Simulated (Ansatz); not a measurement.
in.yaml

```yaml
crystal:
  periodic: [false, false, false]
  atoms:
    - {symbol: Al, position_ang: [0.000000, 0.000000, 0.000000]}
    - {symbol: P, position_ang: [0.000000, 0.000000, 2.459800]}
basis:
  gaussian: {orbitals: cc-pVDZ, point_charges: [{charge: 0.50, position_ang: [4.981, 0.860, -0.932]}]}
total_charge: 1
magnetization: {spin_polarized: false, initial_magnetization: 1}
correlation: {method: sc_nevpt2, electrons: valence, active_space: {window: {electrons: 7, orbitals: 7}}}
```

```sh
$ ansatz run in.yaml --threads 1 --pin off --events-out ev --progress --plain --max-ram 2393MiB
```

Output:

```
374 factors; integrals over basis functions are off by at most 8.3e-4 eV
mean field evaluation 1: about -15840.8939 eV, gradient 1.9e1 eV
mean field evaluation 2: about -15840.9714 eV, gradient 1.9e1 eV
mean field evaluation 4: about -15843.3446 eV, gradient 5.5e0 eV
mean field evaluation 8: about -15843.6556 eV, gradient 2.4e-1 eV
mean field evaluation 16: about -15843.6579 eV, gradient 1.2e-6 eV
mean field evaluation 32: about -15843.6577 eV, gradient 3.8e-2 eV
mean field evaluation 64: about -15843.8014 eV, gradient 2.9e-2 eV
mean field evaluation 96: about -15843.3876 eV, gradient 2.5e0 eV
mean field evaluation 128: about -15843.6572 eV, gradient 1.5e-1 eV
mean field evaluation 160: about -15843.7847 eV, gradient 1.6e-1 eV
mean field evaluation 192: about -15843.8017 eV, gradient 1.6e-2 eV
mean field evaluation 224: about -15843.6932 eV, gradient 5.5e-2 eV
mean field evaluation 256: about -15843.5202 eV, gradient 1.3e0 eV
mean field evaluation 288: about -15843.7616 eV, gradient 1.1e-1 eV
mean field evaluation 320: about -15843.4554 eV, gradient 2.5e-1 eV
mean field evaluation 352: about -15843.7985 eV, gradient 2.7e-1 eV
mean field evaluation 384: about -15843.7923 eV, gradient 4.3e-1 eV
mean field -15843.80172771 eV, -582.2489741787 hartree, gradient 7.3e-6 eV, S^2 0.750000; 26 other end points of the search recorded, 0 dependent functions left out
reference -15843.80172771 eV, -582.2489741787 hartree; 14, 13 occupied and 22, 23 virtual orbitals, 374 factors
state -15845.99160056 eV, -582.3294505217 hartree
state -15845.99160056 eV, -582.3294505217 hartree; corrected -15847.84176396 eV, -582.3974427725 hartree
state -15845.96522376 eV, -582.3284811922 hartree
state -15845.96522376 eV, -582.3284811922 hartree; corrected -15847.86285308 eV, -582.3982177836 hartree
state -15845.96522376 eV, -582.3284811922 hartree; corrected -15847.86285308 eV, -582.3982177836 hartree
WARN: the results are in doubt because another end's mean lies 0.026 eV lower, and its corrected mean 0.021 eV higher
Total energy: -15847.86285308 eV, -582.3982177836 hartree
In doubt: another end's mean lies 0.026 eV lower, and its corrected mean 0.021 eV higher
```

Natural occupations: 1.9891 1.9507 1.0517 1.0000 0.9473 0.0421 0.0190.

Ran on 1 thread of Arm Neoverse V2, shared host: 13 s wall, 0.15 GiB peak host memory.
